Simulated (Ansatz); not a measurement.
# C₂H₅B: one structure at several levels

One table from this session's results is given with a row withheld; the runs are named, their logs left out.

Computed with Ansatz 0.2.0, Gaussian basis. Level: single points in def2-TZVPP.

Cores are frozen in the correlated methods.

**The starting structure**

SMILES `B1CC1`, 8 atoms, charge 0, spin multiplicity 1.

Atoms are counted from 1 here; the program's logs count them from 0.

Bond lengths: B1–C2 1.520 Å, B1–C3 1.533 Å, B1–H4 1.157 Å, C2–C3 1.553 Å, C2–H5 1.092 Å, C2–H6 1.116 Å, C3–H7 1.091 Å, C3–H8 1.099 Å. Angles: C2–B1–C3 61.1°, C2–B1–H4 148.2°, C3–B1–H4 150.7°, B1–C2–C3 59.8°, B1–C2–H5 123.7°, B1–C2–H6 121.0°, C3–C2–H5 116.3°, C3–C2–H6 117.2°, H5–C2–H6 109.8°, B1–C3–C2 59.0°, B1–C3–H7 120.1°, B1–C3–H8 117.6°, C2–C3–H7 120.7°, C2–C3–H8 119.9°, H7–C3–H8 110.9°.

Coordinates:

```xyz
8
C2H5B
B    -0.8877   -0.0895   -0.5027
C     0.1003    0.7818    0.2564
C     0.4036   -0.7243    0.0270
H    -1.8886   -0.1688   -1.0785
H     0.7773    1.4907   -0.2248
H    -0.1070    1.1071    1.3036
H     0.3648   -1.4318    0.8560
H     1.1623   -1.0243   -0.7087
```

Set-up of the first run:

File run/in.yaml:

```yaml
crystal:
  periodic: [false, false, false]
  atoms:
    - {symbol: B, position_ang: [-0.887734, -0.089491, -0.502713]}
    - {symbol: C, position_ang: [0.100327, 0.781794, 0.256423]}
    - {symbol: C, position_ang: [0.403642, -0.724296, 0.027033]}
    - {symbol: H, position_ang: [-1.888610, -0.168762, -1.078460]}
    - {symbol: H, position_ang: [0.777291, 1.490707, -0.224807]}
    - {symbol: H, position_ang: [-0.106969, 1.107086, 1.303631]}
    - {symbol: H, position_ang: [0.364797, -1.431829, 0.855983]}
    - {symbol: H, position_ang: [1.162268, -1.024277, -0.708728]}
basis:
  gaussian: {orbitals: def2-TZVPP}
hamiltonian: {xc: pbe, dispersion: d4}
output: {forces: true}
```

Launch:

```sh
ansatz run in.yaml --threads 2 --pin off --events-out ev --progress --plain --max-ram 3481MiB
```

Among the steps run: PBE-D4/def2-TZVPP; r2SCAN-D4/def2-TZVPP; PBE0-D4/def2-TZVPP; wB97M-V/def2-TZVPP; CCSD(T)/def2-TZVPP.

One table of the session follows, with a row left open; its other results are not shown here.

| method | RMS force component (eV/Å) | angle to CCSD(T) forces (°) | dipole (D) |
| --- | --- | --- | --- |
| PBE-D4 | 0.349 | 33.5 | 0.28 |
| r2SCAN-D4 | ? | ? | ? |
| PBE0-D4 | 0.391 | 30.8 | 0.19 |
| wB97M-V | 0.388 | 19.6 | 0.14 |
| CCSD(T) | 0.421 | reference | 0.11 |

**Question.** Estimate the row for r2SCAN-D4.

The run gave: RMS force component (eV/Å): 0.383; angle to CCSD(T) forces (°): 27.1; dipole (D): 0.23. In the column «RMS force component (eV/Å)» it lies between PBE-D4 (0.349) and wB97M-V (0.388).
